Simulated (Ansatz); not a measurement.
Relaxation of C2H4N (7 atoms, charge -1, multiplicity 1), to a largest force component of 0.02 eV/Å in at most 50 steps.

The calculation used RKS PBE0/def2-SVP (Ansatz).

```xyz
7
Properties=species:S:1:pos:R:3
C -0.681 0.362 -0.334
C 0.082 -0.667 0.561
N 1.385 -0.429 0.423
H -1.369 0.949 0.291
H -0.037 1.069 -0.888
H -1.298 -0.179 -1.066
H 1.918 -1.104 1.013
```

Q: Where does it end, and by what steps?

A: The forces met the threshold. Limits of this set-up: an anion without diffuse functions, the dipole of an ion depends on the origin. After 5 steps the energy has fallen by 0.045 eV; H7 moved furthest, 0.04 Å.

| step | energy less start (eV) | largest force component (eV/Å) | accepted |
| --- | --- | --- | --- |
| 0 | 0.0000 | 1.487 | yes |
| 1 | -0.0406 | 0.328 | yes |
| 2 | -0.0432 | 0.098 | yes |
| 3 | -0.0432 | 0.091 | yes |
| 4 | -0.0428 | 0.185 | no |
| 5 | -0.0447 | 0.003 | yes |

```xyz
7
Properties=species:S:1:pos:R:3
C -0.672 0.354 -0.327
C 0.110 -0.649 0.544
N 1.387 -0.416 0.414
H -1.378 0.937 0.299
H -0.014 1.068 -0.887
H -1.310 -0.187 -1.056
H 1.877 -1.107 1.013
```

Whether the end is a true minimum wasn't checked by a vibrational analysis.

The run took 10 s on 1 thread of Arm Neoverse V1 (shared host), peak memory 0.11 GiB.
